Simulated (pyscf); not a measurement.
PySCF, gas phase, ωB97X-D3(BJ)/def2-SVP geometries.

Task: Estimate by transition-state theory the rate constant of H₂N–SiH₂–NH–SiH₃ + hydrogen (H₂) → H₂N–SiH₂–NH₂ + silane (SiH₄) (singlet surface; N–Si, H–H broken, H–N, H–Si formed) at 900 K, with ωB97M-D3(BJ)/def2-TZVP energies (ideal gas, 1 atm, RRHO with modes under 100 cm⁻¹ raised to 100, one conformer, R ln 2 for rigid chiral ones; no tunnelling).

Result: The electronic barrier is 50.7 kcal/mol and the thermal terms add +27.3, so ΔG‡ = 77.9 kcal/mol. With k_BT/h = 1.88e+13 s⁻¹ and RT = 1.788 kcal/mol, and a volume of 1.23e-19 cm³ per molecule at 1 atm, k = 2.7e-25 cm³ molecule⁻¹ s⁻¹. Wigner's tunnelling factor for 1389i cm⁻¹ would be 1.21. A shift of 1 kcal/mol in the barrier changes k by a factor 1.7. At the saddle there is also a short H–Si contact that neither side keeps. The same reactants have a lower exit, to H₃Si–NH–SiH₃ + NH₃ (barrier +44.5 kcal/mol at ωB97M-D3(BJ), against +50.7 kcal/mol here). This is the saddle that the search found; another between the same sides may lie lower.
